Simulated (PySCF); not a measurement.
Compound: 1-pentene, C₅H₁₀.
Cartesian coordinates in Å at the GFN2-xTB level; atoms count from 1:
```
atom  x, y, z in Å
C1     2.4531    0.9072    0.2891
C2     1.6218   -0.0533   -0.0672
C3     0.2725   -0.2745    0.5363
C4    -0.8386   -0.1156   -0.5065
C5    -2.2154   -0.3483    0.1020
H6     2.2052    1.6084    1.0695
H7     3.4159    1.0343   -0.1759
H8     1.8922   -0.7426   -0.8573
H9     0.1099    0.4330    1.3519
H10    0.2245   -1.2870    0.9487
H11   -0.7905    0.8907   -0.9287
H12   -0.6743   -0.8251   -1.3207
H13   -2.4030    0.3632    0.9032
H14   -2.9921   -0.2296   -0.6500
H15   -2.2858   -1.3529    0.5140
```

Vertical excitations from PySCF (density fitting, frozen core in the response, grid level 2 and gas phase unless stated; continuum runs use non-equilibrium linear response for the excitations) on a GFN2-xTB geometry. Reference run:

```json
{"settings": "CAM-B3LYP/def2-SVPD, full TDDFT, 8 singlets", "S1, eV (f)": "7.35 (0.038)", "S2, eV (f)": "7.52 (0.466)", "S3, eV (f)": "7.84 (0.002)", "S4, eV (f)": "8.08 (0.017)", "S5, eV (f)": "8.17 (0.001)", "S6, eV (f)": "8.52 (0.011)", "T1, eV (Tamm–Dancoff)": "4.51", "mean α (au)": "62.9"}
```

Task: What do these settings give: HF/6-311G**, TDHF, 1 singlet?

Result: 
```json
{"settings": "HF/6-311G**, TDHF, 1 singlet", "S1, eV (f)": "7.82 (0.577)", "S2, eV (f)": "–", "S3, eV (f)": "–", "S4, eV (f)": "–", "S5, eV (f)": "–", "S6, eV (f)": "–", "T1, eV (Tamm–Dancoff)": "3.85", "mean α (au)": "55.8"}
```

S1 moves by +0.47 eV; functional and basis change together, so the shift can't be laid on one. States are counted by energy in each run and needn't keep their character from row to row.

All basis functions are spherical, in the Pople sets too.

Task: Which orbital pairs make up S1 in each run, and how does it sit against the orbital gap?

Result: 
```csv
settings,S1 configurations (weight),S1 (eV),orbital gap (eV),S1 − gap (eV)
"CAM-B3LYP/def2-SVPD, full TDDFT, 8 singlets","H→L+2 0.45, H→L 0.35, H→L+1 0.15",7.35,10.23,-2.88
"HF/6-311G**, TDHF, 1 singlet","H→L+2 0.53, H→L+1 0.31",7.82,14.07,-6.25
```

One conformer stands for the species.
